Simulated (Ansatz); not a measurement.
# C₂F+ (quintet): wave-function methods side by side, cc-pVDZ

How much of the correlation energy of C₂F+ (quintet) does each wave-function method recover here?

The runs use Ansatz 0.2.0, Gaussian basis; cc-pVDZ, core rule «outside noble gas», up to 3 orbitals frozen.

Plan: UHF; CCSD(T) on ROHF; CCSD(T) on UHF; BCCD(T) on ROHF; CISD; CCSDT(Q) on ROHF; CCSDT(Q) on UHF.

27 further runs of the same task are left out: 6 for a known fault of the program, 11 that didn't finish, 10 set aside as unsound or not needed.

## Step 1: What is computed

The geometry is a PBE0/def2-TZVP stationary point (not a proven minimum) of the parent state, kept for this charge and spin.

3 atoms, charge 1, spin multiplicity 5.

Atoms are counted from 1 here; the program's logs count them from 0.

Bond lengths: C1–C2 1.444 Å, C2–F3 1.292 Å. Angles: C1–C2–F3 117.8°.

## Step 2: UHF

File in.yaml:

```yaml
crystal:
  periodic: [false, false, false]
  atoms:
    - {symbol: C, position_ang: [0.000000, -0.230648, 1.382426]}
    - {symbol: C, position_ang: [0.000000, 0.503978, 0.138719]}
    - {symbol: F, position_ang: [0.000000, -0.172798, -0.961661]}
basis:
  gaussian: {orbitals: cc-pVDZ}
total_charge: 1
magnetization: {spin_polarized: true, initial_magnetization: 4}
hamiltonian: {xc: hf}
output: {orbitals: {seedname: orbitals}}
```

Run with:

```bash
$ ansatz run in.yaml --threads 1 --pin off --events-out ev --progress --plain --max-ram 2393MiB
```

After this run come: CCSD(T) on ROHF; CCSD(T) on UHF; BCCD(T) on ROHF; CISD; CCSDT(Q) on ROHF; CCSDT(Q) on UHF.

**Question.** What will the summary of the whole plan be? Wanted: UCCSDT(Q) below the RHF energy; RMP2 from UCCSDT(Q); UMP2 from UCCSDT(Q); RCCSD from UCCSDT(Q); RCCSD(T) from UCCSDT(Q); UCCSD(T) from UCCSDT(Q); RCCSDT(Q) from UCCSDT(Q); T1 diagnostic.

**Answer**, as computed:

| quantity | value |
| --- | --- |
| UCCSDT(Q) below the RHF energy | -9.7209 eV |
| RMP2 from UCCSDT(Q) | +22.05 kcal/mol |
| UMP2 from UCCSDT(Q) | +21.92 kcal/mol |
| RCCSD from UCCSDT(Q) | +8.21 kcal/mol |
| RCCSD(T) from UCCSDT(Q) | +1.47 kcal/mol |
| UCCSD(T) from UCCSDT(Q) | +1.46 kcal/mol |
| RCCSDT(Q) from UCCSDT(Q) | +0.27 kcal/mol |
| levels within 1 kcal/mol (43 meV) | RCCSDT, UCCSDT, RCCSDT(Q) |
| T1 diagnostic | 0.032 |

**Reading.** RCCSD(T) misses by +1.47 kcal/mol, 0.7 % of the correlation energy. These misses are within one basis, not against nature; the frozen cores of restricted and unrestricted runs differ, which can shift their rows.
